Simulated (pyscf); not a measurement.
Thermochemistry of product channels of H₃C–Zn–CH₃ (SMILES [CH3][Zn][CH3]) + H• (SMILES [H]) on the doublet surface, in kJ/mol, from ωB97M-D3(BJ)/def2-TZVP energies (ideal gas, 1 atm, RRHO with modes under 100 cm⁻¹ raised to 100, one conformer, R ln 2 for chiral ones without a mode under 150 cm⁻¹). Single points on ωB97X-D3(BJ)/def2-SVP structures (PySCF, gas phase).

```csv
products,ΔE,ΔH(298 K),ΔG(600 K),ΔG(1200 K)
[H₃C–CH₂–Zn]• (SMILES C[CH2][Zn]) + H₂ (SMILES [H][H]),(withheld),-63.2,-72.8,-76.8
CH₄ (SMILES C) + [H₃C–Zn]• (SMILES [CH3][Zn]),-155.2,-135.8,-150.7,(withheld)
```

Question: Fill in the missing entries.

Answer: 
- [H₃C–CH₂–Zn]• (SMILES C[CH2][Zn]) + H₂ (SMILES [H][H]), ΔE: -70.1
- CH₄ (SMILES C) + [H₃C–Zn]• (SMILES [CH3][Zn]), ΔG(1200 K): -152.9

These are energies of the channels, which say nothing of barriers. Elements up to Kr have no core potential and no relativistic terms here.
